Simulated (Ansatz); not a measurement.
**CH5N (singlet): from Hartree-Fock to the top rungs, 6-31G***

One table from this session's results is given with a row withheld; the runs are named, their logs left out.

Program: Ansatz 0.2.0, Gaussian basis. Level of theory: 6-31G*, core rule «outside noble gas», up to 2 orbitals frozen. These are calculated values, not measurements.

The runs, in order: UHF; CCSD(T) on RHF; BCCD(T) on RHF; CISD; CCSDT(Q) on RHF; CCSDTQ on RHF; CASSCF and MRCISD+Q, 14 electrons in 13 orbitals; CASSCF and NEVPT2, 14 electrons in 13 orbitals.

14 further runs of the same task are left out: 1 that didn't finish, 13 set aside as unsound or not needed.

**The system**

The geometry is an MP2(full)/6-31G* stationary point (not a proven minimum).

7 atoms, charge 0, spin multiplicity 1.

Atoms are counted from 1 here; the program's logs count them from 0.

Bond lengths: C1–N2 1.464 Å, C1–H3 1.100 Å, C1–H6 1.092 Å, C1–H7 1.092 Å, N2–H4 1.018 Å, N2–H5 1.018 Å. Angles: N2–C1–H3 115.4°, N2–C1–H6 108.8°, N2–C1–H7 108.8°, H3–C1–H6 108.0°, H3–C1–H7 108.0°, H6–C1–H7 107.5°, C1–N2–H4 109.5°, C1–N2–H5 109.5°, H4–N2–H5 105.9°.

Set-up of the first run:

Input file in.yaml:

```yaml
crystal:
  periodic: [false, false, false]
  atoms:
    - {symbol: C, position_ang: [0.030223, 0.739186, 0.000000]}
    - {symbol: N, position_ang: [0.030223, -0.724852, 0.000000]}
    - {symbol: H, position_ang: [-0.963248, 1.210956, 0.000000]}
    - {symbol: H, position_ang: [-0.479694, -1.064669, 0.812370]}
    - {symbol: H, position_ang: [-0.479694, -1.064669, -0.812370]}
    - {symbol: H, position_ang: [0.571250, 1.091491, 0.880670]}
    - {symbol: H, position_ang: [0.571250, 1.091491, -0.880670]}
basis:
  gaussian: {orbitals: "6-31G*"}
magnetization: {spin_polarized: true, initial_magnetization: 0}
hamiltonian: {xc: hf}
output: {orbitals: {seedname: orbitals}}
```

Started as:

```bash
ansatz run in.yaml --threads 1 --pin off --events-out ev --progress --plain --max-ram 3956MiB --backend cpu
```

Among the steps run: UHF; CCSD(T) on RHF; BCCD(T) on RHF; CISD; CCSDT(Q) on RHF; CCSDTQ on RHF; CASSCF and MRCISD+Q, 14 electrons in 13 orbitals; CASSCF and NEVPT2, 14 electrons in 13 orbitals.

One table of the session follows, with a row left open; its other results are not shown here.

It belongs to the step «Misses and costs». 

| method | from RCCSDTQ (kJ/mol) |
| --- | --- |
| RHF | ? |
| RMP2 | +93.6 |
| CISD | +87.8 |
| RCCSD | +20.7 |
| RCCSD(T) | +2.6 |
| BCCD(T) | +2.5 |
| RCCSDT | +1.3 |
| RCCSDT(Q) | -0.1 |
| RCCSDTQ | 0 |
| CASSCF valence | +498.8 |
| NEVPT2 valence | +94.3 |
| MRCISD valence | +28.1 |
| MRCISD+Q valence | +2.3 |

Estimate the missing values for RHF.

As computed: from RCCSDTQ (kJ/mol): +874.4. In the column «from RCCSDTQ (kJ/mol)» it is the highest.
